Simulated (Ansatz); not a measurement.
# AlSi, quartet in cc-pVTZ: errors against UCCSDT(Q)

Geometry: a point of a stretch scan, not a stationary point.

```xyz
2

Si    0.0000    0.0000    0.0000
Al    0.0000    0.0000    2.5940
```

Basis cc-pVTZ; Ansatz 0.2.0. Only valence electrons are correlated (noble-gas cores frozen), which leaves 7 electrons in 58 orbitals. R marks a restricted (for open shells ROHF) determinant, U an unrestricted one. Active spaces: pair = (5e, 5o) about the gap; valence = (7e, 8o) chosen from the atoms' valence shells.

Full CI isn't at hand for all of this; UCCSDT(Q) serves as the reference, and is uncertain by about the last step of the cluster series. The frozen core follows each run's orbitals, which can shift R against U totals by a few meV.

For open shells CISD is restricted-active-space CI with the open shells as a complete middle space.

```
UHF ⟨S²⟩                          : 3.771
T1 diagnostic (RCCSD)             : 0.0387
largest doubles amplitude (RCCSD) : 0.069
T1 diagnostic (UCCSD)             : 0.0338
```

```
                   level  E − E(UCCSDT(Q)) (kJ/mol)  share of correlation (%)  wall time
                     RHF                      421.5                      0.00          –
                     UHF                      414.3                      1.71          –
                    RMP2                      100.0                     76.28          –
                    UMP2                      101.6                     75.91          –
                    CISD                       47.0                     88.85       14 s
                   RCCSD                       30.3                     92.80          –
                   UCCSD                       29.9                     92.91          –
                RCCSD(T)                        6.9                     98.35       15 s
                UCCSD(T)                        6.8                     98.38       17 s
                 BCCD(T)                        6.8                     98.38       10 s
                  RCCSDT                        2.0                     99.54          –
                  UCCSDT                        1.8                     99.57          –
               RCCSDT(Q)                        0.3                     99.94       80 s
     CASSCF (pair space)                      380.7                      9.69          –
     NEVPT2 (pair space)                      103.1                     75.54      4.4 s
     MRCISD (pair space)                       51.4                     87.80          –
   MRCISD+Q (pair space)                       13.2                     96.87        6 s
  CASSCF (valence space)                      292.8                     30.53          –
  NEVPT2 (valence space)                       70.1                     83.36      7.5 s
  MRCISD (valence space)                       25.5                     93.95          –
MRCISD+Q (valence space)                        2.4                     99.44       11 s
```

The correlation energy at UCCSDT(Q), counted from RHF, is -4.369 eV. That run took 73 s on 1 thread of AMD EPYC, shared host.

Times hold each run's SCF and search for its determinant on a shared host, so for small cases they say little of a method's own cost; they ran on 1 thread of AMD EPYC.

Natural occupations of CASSCF (valence space) about the gap: 1.974 1.901 1.008 0.988 0.988 0.055 0.055 0.032; effectively unpaired electrons, Σ n²(2−n)², 3.06.
